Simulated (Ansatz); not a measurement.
Ansatz (an electronic-structure program) input (B3LYP-D3(BJ)/def2-TZVP):

Ansatz 0.2 input:
```yaml
crystal:
  periodic: [false, false, false]
  atoms:
    - {symbol: O, position_ang: [-1.08887154, -0.44118669, -0.01223018]}
    - {symbol: C, position_ang: [-0.05027312, 0.20044672, 0.00177486]}
    - {symbol: O, position_ang: [1.16824354, 0.12471821, 0.00942801]}
    - {symbol: H, position_ang: [-0.33333734, 1.32906756, 0.01176824]}
basis:
  gaussian:
    orbitals: def2-TZVP
hamiltonian:
  xc: b3lyp
  dispersion: d3bj
magnetization: {spin_polarized: true, initial_magnetization: 1}
phonons: {temperatures: {t_min: 298.15, t_max: 298.15, t_step: 100}}
```

Output:

```
Functional definition: B3LYP
integrals: 0.02 GiB planned
526 factors; their error is unknown
mean field: 0.27 GiB planned
mean field evaluation 1: about -5143.9369 eV, gradient 3.3e1 eV
mean field evaluation 2: about -5139.5157 eV, gradient 4.9e1 eV
mean field evaluation 4: about -5147.4269 eV, gradient 1.2e0 eV
mean field evaluation 8: about -5147.4443 eV, gradient 2.3e-2 eV
mean field evaluation 16: about -5147.4443 eV, gradient 2.3e-5 eV
mean field -5147.44429953 eV, -189.1650889446 hartree, gradient 2.3e-5 eV, S^2 0.756233; 2 other end points of the search recorded, 0 dependent functions left out
the calculation of the forces begins
reference -5147.44447254 eV, -189.1650953027 hartree; 12, 11 occupied and 87, 88 virtual orbitals, 526 factors
these checks for a lower state are left out or cut short: stability, starts, cluster_reference, orbital_swaps, neighbouring_geometries, increment
integrals: 0.02 GiB planned
526 factors; their error is unknown
mean field: 0.27 GiB planned
mean field evaluation 32: about -5147.4442 eV, gradient 2.7e-6 eV
mean field -5147.44422712 eV, -189.1650862835 hartree, gradient 2.7e-6 eV, S^2 0.756221; 0 other end points of the search recorded, 0 dependent functions left out
the calculation of the forces begins
reference -5147.44440017 eV, -189.1650926433 hartree; 12, 11 occupied and 87, 88 virtual orbitals, 526 factors
these checks for a lower state are left out or cut short: stability, starts, cluster_reference, orbital_swaps, neighbouring_geometries, increment
integrals: 0.02 GiB planned
526 factors; their error is unknown
mean field: 0.27 GiB planned
mean field -5147.44423318 eV, -189.1650865064 hartree, gradient 2.7e-6 eV, S^2 0.756245; 0 other end points of the search recorded, 0 dependent functions left out
the calculation of the forces begins
reference -5147.44440615 eV, -189.1650928629 hartree; 12, 11 occupied and 87, 88 virtual orbitals, 526 factors
these checks for a lower state are left out or cut short: stability, starts, cluster_reference, orbital_swaps, neighbouring_geometries, increment
integrals: 0.02 GiB planned
526 factors; their error is unknown
mean field: 0.27 GiB planned
mean field -5147.44421756 eV, -189.1650859324 hartree, gradient 2.5e-6 eV, S^2 0.756226; 0 other end points of the search recorded, 0 dependent functions left out
the calculation of the forces begins
reference -5147.44439057 eV, -189.1650922903 hartree; 12, 11 occupied and 87, 88 virtual orbitals, 526 factors
these checks for a lower state are left out or cut short: stability, starts, cluster_reference, orbital_swaps, neighbouring_geometries, increment
integrals: 0.02 GiB planned
526 factors; their error is unknown
mean field: 0.27 GiB planned
mean field -5147.44422737 eV, -189.1650862928 hartree, gradient 2.5e-6 eV, S^2 0.756240; 0 other end points of the search recorded, 0 dependent functions left out
the calculation of the forces begins
reference -5147.44440039 eV, -189.1650926510 hartree; 12, 11 occupied and 87, 88 virtual orbitals, 526 factors
these checks for a lower state are left out or cut short: stability, starts, cluster_reference, orbital_swaps, neighbouring_geometries, increment
integrals: 0.02 GiB planned
526 factors; their error is unknown
mean field: 0.27 GiB planned
mean field -5147.44418494 eV, -189.1650847337 hartree, gradient 1.4e-6 eV, S^2 0.756236; 0 other end points of the search recorded, 0 dependent functions left out
the calculation of the forces begins
reference -5147.44435807 eV, -189.1650910959 hartree; 12, 11 occupied and 87, 88 virtual orbitals, 526 factors
these checks for a lower state are left out or cut short: stability, starts, cluster_reference, orbital_swaps, neighbouring_geometries, increment
integrals: 0.02 GiB planned
526 factors; their error is unknown
mean field: 0.27 GiB planned
mean field evaluation 64: about -5147.4334 eV, gradient 7.5e-4 eV
mean field -5147.44418972 eV, -189.1650849093 hartree, gradient 1.4e-6 eV, S^2 0.756230; 0 other end points of the search recorded, 0 dependent functions left out
the calculation of the forces begins
reference -5147.44436262 eV, -189.1650912634 hartree; 12, 11 occupied and 87, 88 virtual orbitals, 526 factors
these checks for a lower state are left out or cut short: stability, starts, cluster_reference, orbital_swaps, neighbouring_geometries, increment
integrals: 0.02 GiB planned
526 factors; their error is unknown
mean field: 0.27 GiB planned
mean field -5147.44427710 eV, -189.1650881202 hartree, gradient 1.3e-6 eV, S^2 0.756219; 0 other end points of the search recorded, 0 dependent functions left out
the calculation of the forces begins
reference -5147.44445005 eV, -189.1650944761 hartree; 12, 11 occupied and 87, 88 virtual orbitals, 526 factors
these checks for a lower state are left out or cut short: stability, starts, cluster_reference, orbital_swaps, neighbouring_geometries, increment
integrals: 0.02 GiB planned
526 factors; their error is unknown
mean field: 0.27 GiB planned
mean field -5147.44427663 eV, -189.1650881032 hartree, gradient 2.2e-6 eV, S^2 0.756246; 0 other end points of the search recorded, 0 dependent functions left out
the calculation of the forces begins
reference -5147.44444971 eV, -189.1650944635 hartree; 12, 11 occupied and 87, 88 virtual orbitals, 526 factors
Total energy: -5147.50896078 eV, -189.1674652019 hartree
Atom 0 at    -1.088872    -0.441187    -0.012230 Å, force     0.000227     0.000134     0.000003 eV/Å
Atom 1 at    -0.050273     0.200447     0.001775 Å, force     0.000026    -0.000105    -0.000001 eV/Å
Atom 2 at     1.168244     0.124718     0.009428 Å, force    -0.000263     0.000011    -0.000002 eV/Å
Atom 3 at    -0.333337     1.329068     0.011768 Å, force     0.000010    -0.000040    -0.000000 eV/Å
Dipole moment:    -0.080753     0.321973     0.002851 e Å
Vibrations: 208.55 675.33 852.63 1209.94 1662.68 2299.10 cm⁻¹, zero-point energy 0.428255 eV
```

It need not be the lowest isomer of its formula.
